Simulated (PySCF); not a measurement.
**Molecular orbitals of LiB**

r²SCAN at R = 2.193 Å; PySCF, no relativity, basis sets Li 3-21G, B 3-21G. State: ³Π (triplet), unpaired electrons σ ↑, π ↑. Only the outer orbitals are listed, counted within each symmetry.

```
spin  orbital  occ.  ε (eV)  on Li (%)           main shells (%)
   α       2σ     1  -52.51        100                  100 Li s
   α       3σ     1   -9.04          9                    91 B s
   α       4σ     1   -3.70         26           72 B p, 21 Li s
   α       1π     1   -3.12         21           79 B p, 21 Li p
   α       1π     0   -2.35         27           73 B p, 27 Li p
   α       5σ     0   -1.68         90  62 Li s, 28 Li p, 10 B p
   α       2π     0   -0.02         81           81 Li p, 19 B p
   β       2σ     1  -52.41        100                  100 Li s
   β       3σ     1   -7.04         11                    86 B s
   β       1π     0   -1.53         21           79 B p, 21 Li p
   β       4σ     0   -0.99         65  47 Li s, 30 B p, 18 Li p
   β       1π     0   -0.65         39           61 B p, 39 Li p
```

Which are the highest filled and the lowest empty level, where do they sit, and how wide is the gap?

Highest filled α 1π at -3.12 eV (in %: 79 B p, 21 Li p); lowest empty α 1π at -2.35 eV (in %: 73 B p, 27 Li p); the gap at r²SCAN is 0.77 eV. Both belong to one degenerate shell, split only by its one-sided filling, so this is no excitation gap.

```json
{
  "bond order (Mayer)": "1.00",
  "⟨S²⟩": "2.003",
  "charge on Li (Mulliken, basis-dependent)": "0.33",
  "charge on Li (Löwdin, basis-dependent)": "0.06",
  "dipole moment (positive dipole means Li(−)B(+))": "-5.13 D"
}
```

3-21G is very small, so such numbers show the basis as much as the molecule. The state is the lowest determinant that a PBE0 search found; another state may lie lower at other levels.
